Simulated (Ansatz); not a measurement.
Start from `CC(Cl)CF` and change one atom or group to get `CC(Cl)C=N`.

Ansatz, PBE0-D4/def2-TZVP geometries, multiplicity 1. Each molecule was computed in one conformer, which needn't be the lowest.

| property | `CC(Cl)CF` |
| --- | --- |
| LUMO energy (ωB97M-V/def2-TZVPP) / eV | 2.51 |
| size of the dipole moment (ωB97M-V/def2-TZVPP) / D | 0.48 |
| LUMO energy (B3LYP/def2-TZVPP) / eV | 0.27 |
| LUMO energy (PBE/def2-TZVPP) / eV | -0.57 |
| HOMO energy (ωB97M-V/def2-TZVPP) / eV | -10.98 |
| HOMO–LUMO gap (PBE/def2-TZVPP) / eV | 6.65 |

Problem. Give the same properties after the change, and the shifts. (Estimate.)

Solution. Computed: 
| property | `CC(Cl)C=N` | shift |
| --- | --- | --- |
| LUMO energy (ωB97M-V/def2-TZVPP) / eV | 1.55 | -0.96 |
| size of the dipole moment (ωB97M-V/def2-TZVPP) / D | 1.66 | 1.18 |
| LUMO energy (B3LYP/def2-TZVPP) / eV | -0.97 | -1.24 |
| LUMO energy (PBE/def2-TZVPP) / eV | -1.83 | -1.26 |
| HOMO energy (ωB97M-V/def2-TZVPP) / eV | -10.37 | 0.61 |
| HOMO–LUMO gap (PBE/def2-TZVPP) / eV | 4.61 | -2.04 |

With PBE0 the HOMO rises by 0.68 eV and the LUMO falls by 1.27 eV, so the gap narrows by about 1.95 eV. PBE moves the HOMO by 0.78 eV and ωB97M-V by 0.61 eV. Dipoles are sizes alone; their direction can turn.

B3LYP here is the variant with VWN-RPA as its local correlation; programs differ in this.
